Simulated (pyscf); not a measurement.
This saddle point was located with ωB97X-D3(BJ)/def2-SVP in PySCF.

```xyz
9

C     -0.9561     1.1053     0.4102
O     -1.3017     1.0628    -1.0323
Si    -0.3147    -0.2626    -0.8426
H     -0.2820    -0.3520     0.7995
H     -1.8618     1.0591     1.0354
H     -0.3407     1.9825     0.6687
H      0.0907    -1.2810     0.5843
H     -0.9464    -1.4409    -1.4923
H      1.1202    -0.0496    -1.1297
```

Surface: singlet, charge 0. Lowest wavenumbers (cm⁻¹): 1617i, 105, 544, 619, 708.

### Question
Name the species on either side of this saddle.

### Answer
H₃C–O–SiH₃ <-> cyclic CH₄OSi (SMILES C1O[SiH2]1) + H₂, a concerted two-bond exchange read from left to right: C–H, H–Si broken and C–Si, H–H formed. At ωB97M-D3(BJ)/def2-TZVP it lies +88.0 kcal/mol from the left side and +39.4 kcal/mol from the right (each side as separated species at their lowest minima found). At the saddle there is also a short H–Si contact that neither side keeps. The same reactants have a lower exit, to H₂C=O + SiH₄ (barrier +77.4 kcal/mol at ωB97M-D3(BJ)/def2-TZVP, against +88.0 kcal/mol here). H₃C–O–SiH₃ lies 23.7 kcal/mol over its isomer H₃C–SiH₂–OH (electronic energy, ωB97M-D3(BJ)/def2-TZVP). This is the saddle that the search found; another between the same sides may lie lower.
